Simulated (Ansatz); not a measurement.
Rock-salt CaO, treated with G0W0@PBE0 in Ansatz (hard PAW, contour deformation).

The cell has the measured lattice parameters. Conventional cell: a = 4.8110 Å, b = 4.8110 Å, c = 4.8110 Å, α = 90.00°, β = 90.00°, γ = 90.00°.

The quasiparticle gap at Γ at a fixed k mesh 4×4×4:

| response cutoff | value (eV) |
|---|---|
| 150 eV, 213 empty bands | 7.364 |
| 200 eV, 328 empty bands | 7.469 |
| 250 eV, 459 empty bands | 7.527 |
| 300 eV, 603 empty bands | 7.562 |

Q: Taking the value to converge with the response cutoff E as E^(−3/2), extrapolate from the last two rows.

A: With y = y∞ + c/w and weights w = 3953 and 5196 for the last two rows, y∞ = (w2 y2 − w1 y1)/(w2 − w1) = (5196 × 7.562 − 3953 × 7.527)/1243 = 7.673 eV, which lies 0.111 beyond the last row. Successive pairs of rows give 7.664, 7.673, 7.673. The limit also hangs on the law assumed, so its last digits aren't firm.

The other settings are not extrapolated, so this is the limit in one setting alone.

At the last cutoff the smallest gap on this mesh is 6.99 eV, with an edge away from Γ.

Note: GW on a hybrid start was not checked against another program.

Ansatz is an electronic-structure program.
